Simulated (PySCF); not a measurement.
## Scalar relativity in Cl (chlorine, neutral)

[Ne] 3s2 3p5, 2P determinant; UHF calculated with PySCF 2.14 in dyall-acv3z, once non-relativistic with a point nucleus and once with spin-free X2C-1e and a Gaussian nucleus.

| shell | ε non-rel. (eV) | ε X2C (eV) | rms r non-rel. (bohr, spins averaged) | rms r X2C (bohr, spins averaged) | change of radius (%) |
| --- | --- | --- | --- | --- | --- |
| 1s α | -2854.2 | -2864.4 | 0.1058 | 0.1052 | -0.59 |
| 1s β | -2853.9 | -2864.1 | 0.1058 | 0.1052 | -0.59 |
| 2s α | -288.78 | -290.58 | 0.4808 | 0.4786 | -0.46 |
| 2s β | -288.47 | -290.28 | 0.4808 | 0.4786 | -0.46 |
| 2p α | -219.92 | -219.95 | 0.4515 | 0.4509 | -0.15 |
| 2p β | -219.35 | -219.38 | 0.4515 | 0.4509 | -0.15 |
| 3s α | -30.917 | -31.094 | 1.678 | 1.672 | -0.35 |
| 3s β | -27.605 | -27.782 | 1.678 | 1.672 | -0.35 |
| 3p α | -14.394 | -14.377 | 2.015 | 2.014 | -0.02 |
| 3p β | -13.086 | -13.068 | 2.015 | 2.014 | -0.02 |

The total energy goes from -459.4894 to -460.9033 hartree.

Ionisation energy, Cl [Ne] 3s2 3p5 (2P) → Cl+ [Ne] 3s2 3p4 (3P) (eV):

| method | non-relativistic | spin-free X2C | shift |
| --- | --- | --- | --- |
| UHF | 11.764 | 11.746 | -0.018 |
| LDA | 13.201 | 13.185 | -0.016 |
| PBE | 12.971 | 12.955 | -0.017 |
| PBE0 | 12.954 | 12.937 | -0.017 |
| r2SCAN | 12.995 | 12.979 | -0.016 |
| MP2 (valence) | 12.770 | 12.754 | -0.016 |
| SCS-MP2 (valence) | 12.772 | 12.756 | -0.016 |
| MP2 (valence and next inner shell) | 12.792 | 12.776 | -0.016 |
| SCS-MP2 (valence and next inner shell) | 12.789 | 12.772 | -0.016 |
| CCSD (valence) | 12.727 | 12.711 | -0.015 |
| CCSD(T) (valence) | 12.778 | 12.763 | -0.015 |

Relativity contracts and stabilises s shells directly. The contracted s shells screen the nucleus better, so for spin-averaged p shells the direct and indirect effects partly cancel.
